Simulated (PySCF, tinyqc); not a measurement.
RHF in the sto-3g basis, for OH-, spin multiplicity 1, step by step (part 2 of 2). The basis has no diffuse functions, so it cannot describe the extra electron: this is an exercise in the method, not the real anion. The lowest restricted solution is unstable here: a spin-polarised one lies 0.0106 hartree lower (PySCF). Computed by tinyqc, a small Python program that keeps every step (integrals from PySCF). Command: `OMP_NUM_THREADS=1 python tinyqc.py 25888 25889 out.jsonl` (the two numbers bound the seeds that draw the settings). One thread of a shared host (Intel(R) Xeon(R) Processor @ 2.60GHz), about 0.07 s of CPU time with the checks.

Geometry (angstrom):
```
atom        x        y        z
O     0.00000  0.00000  0.00000
H     0.00000  0.00000  1.67200
```

## Iteration 12 (converged): orbitals

converged F (hartree):
```
            1O 1s     1O 2s   1O 2px   1O 2py    1O 2pz     2H 1s
1O 1s   -19.64691  -5.02489  0.00000  0.00000  -0.00798  -0.22953
1O 2s    -5.02489  -1.89247  0.00000  0.00000   0.03972  -0.21865
1O 2px    0.00000   0.00000  0.08690  0.00000   0.00000   0.00000
1O 2py    0.00000   0.00000  0.00000  0.08690   0.00000   0.00000
1O 2pz   -0.00798   0.03972  0.00000  0.00000   0.57062  -0.18398
2H 1s    -0.22953  -0.21865  0.00000  0.00000  -0.18398   0.18914
```

X:
```
           1O 1s     1O 2s   1O 2px   1O 2py    1O 2pz     2H 1s
1O 1s    1.02207  -0.12379  0.00000  0.00000  -0.00110   0.00823
1O 2s   -0.12379   1.03051  0.00000  0.00000   0.00863  -0.07624
1O 2px   0.00000   0.00000  1.00000  0.00000   0.00000   0.00000
1O 2py   0.00000   0.00000  0.00000  1.00000   0.00000   0.00000
1O 2pz  -0.00110   0.00863  0.00000  0.00000   1.00867  -0.07693
2H 1s    0.00823  -0.07624  0.00000  0.00000  -0.07693   1.01696
```

Diagonalise F' = X^T F X, C = X C', fill 5 alpha and 5 beta electrons from the bottom; D = 2 C_occ C_occ^T. Each column has its largest component positive (the first on a tie).

F' = X^T F X (hartree):
```
           1         2        3        4         5         6
1  -19.28450  -2.62842  0.00000  0.00000  -0.02044   0.00549
2   -2.62842  -0.99663  0.00000  0.00000   0.06946  -0.14372
3    0.00000   0.00000  0.08690  0.00000   0.00000   0.00000
4    0.00000   0.00000  0.00000  0.08690   0.00000   0.00000
5   -0.02044   0.06946  0.00000  0.00000   0.61112  -0.25419
6    0.00549  -0.14372  0.00000  0.00000  -0.25419   0.25229
```

orbital energies (hartree): MO1 -19.65479, MO2 -0.64988, MO3 0.08690, MO4 0.08690, MO5 0.13186, MO6 0.75509

coefficients C:
```
             MO1       MO2      MO3       MO4       MO5       MO6
1O 1s    0.99481  -0.26092  0.00000   0.00000   0.03726  -0.02994
1O 2s    0.02112   1.01407  0.00000   0.00000  -0.18554   0.14120
1O 2px   0.00000   0.00000  0.99048  -0.13765   0.00000   0.00000
1O 2py   0.00000   0.00000  0.13765   0.99048   0.00000   0.00000
1O 2pz   0.00059  -0.02915  0.00000   0.00000   0.41523   0.92204
2H 1s   -0.00177   0.07821  0.00000   0.00000   0.85673  -0.55308
```

D after iteration 12:
```
           1O 1s     1O 2s   1O 2px   1O 2py    1O 2pz     2H 1s
1O 1s    2.11824  -0.50099  0.00000  0.00000   0.04733   0.01951
1O 2s   -0.50099   2.12643  0.00000  0.00000  -0.21317  -0.15937
1O 2px   0.00000   0.00000  2.00000  0.00000   0.00000   0.00000
1O 2py   0.00000   0.00000  0.00000  2.00000   0.00000   0.00000
1O 2pz   0.04733  -0.21317  0.00000  0.00000   0.34653   0.70691
2H 1s    0.01951  -0.15937  0.00000  0.00000   0.70691   1.48020
```

Within a degenerate level the vectors are fixed only up to a rotation; this is one choice.

## Convergence

Stop when the energy changes by less than 1e-09 hartree and every element of the error matrix X^T (F D S - S D F) X is below 9e-06.

Course of the cycle:
```
iteration  E (hartree)     change  largest element of the error matrix
1          -53.9970835          -                             1.27e+01
2          -73.1805256  -1.92e+01                             6.02e-01
3          -73.8935122  -7.13e-01                             1.46e-01
4          -73.9446883  -5.12e-02                             4.44e-02
5          -73.9568208  -1.21e-02                             3.84e-02
6          -73.9673743  -1.06e-02                             2.39e-02
7          -73.9729922  -5.62e-03                             2.73e-02
8          -73.9724088   5.83e-04                             3.83e-02
9          -73.9736240  -1.22e-03                             1.30e-03
10         -73.9736253  -1.32e-06                             3.71e-05
11         -73.9736253  -1.09e-09                             3.15e-07
12         -73.9736253  -4.69e-13                             7.26e-08
```

PySCF RHF in the same basis = -73.9736253 hartree

Converged in 12 iterations.

## Populations, bond orders and dipole

overlap S:
```
          1O 1s    1O 2s   1O 2px   1O 2py   1O 2pz    2H 1s
1O 1s   1.00000  0.23670  0.00000  0.00000  0.00000  0.01055
1O 2s   0.23670  1.00000  0.00000  0.00000  0.00000  0.14489
1O 2px  0.00000  0.00000  1.00000  0.00000  0.00000  0.00000
1O 2py  0.00000  0.00000  0.00000  1.00000  0.00000  0.00000
1O 2pz  0.00000  0.00000  0.00000  0.00000  1.00000  0.14962
2H 1s   0.01055  0.14489  0.00000  0.00000  0.14962  1.00000
```

Mulliken: Z minus the diagonal of D S on the atom; Loewdin: the same with S^(1/2) D S^(1/2); Mayer order: 2 sum_s sum (D(s) S)_ij (D(s) S)_ji over the two atoms.

Charges (e):
```
atom  Mulliken   Loewdin
1O    -0.43692  -0.44252
2H    -0.56308  -0.55748
```

Mayer bond orders:
```
pair    order
2-1   0.68294
```

dipole moment about the origin, x y z (debye): 0.00000  0.00000  -4.03772
